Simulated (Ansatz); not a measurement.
**Arsenic, grey arsenic (A7): convergence with the plane-wave cutoff**

Computed with Ansatz, LDA, scalar-relativistic PAW, on the relaxed cell (a = 3.760 Å, c = 9.983 Å (c/a = 2.655); spin not included). Errors count from a run at 420 eV on a Γ-centred 17×17×17 mesh with Fermi-Dirac smearing of 0.1 eV, extrapolated to zero width. Fixed here: mesh 10×10×10, Fermi-Dirac width 0.1 eV. The pressure holds a Pulay correction and is unreliable far below the recommended cutoff. The SCF starts from atomic densities corrected by a trained network.

```csv
cutoff (eV),E(σ→0) error (meV/atom),P (GPa),SCF iterations
150,22724.0,3.88,8
200,4626.3,-0.60,7
250,655.7,0.09,7
300,57.6,-0.04,6
350,1.0,0.02,7
420,-4.1,0.02,7
500,-4.9,0.02,7
600,-5.4,0.01,7
800,-5.5,0.01,7
```

Within 5 meV/atom of the last row: from 420 eV on.
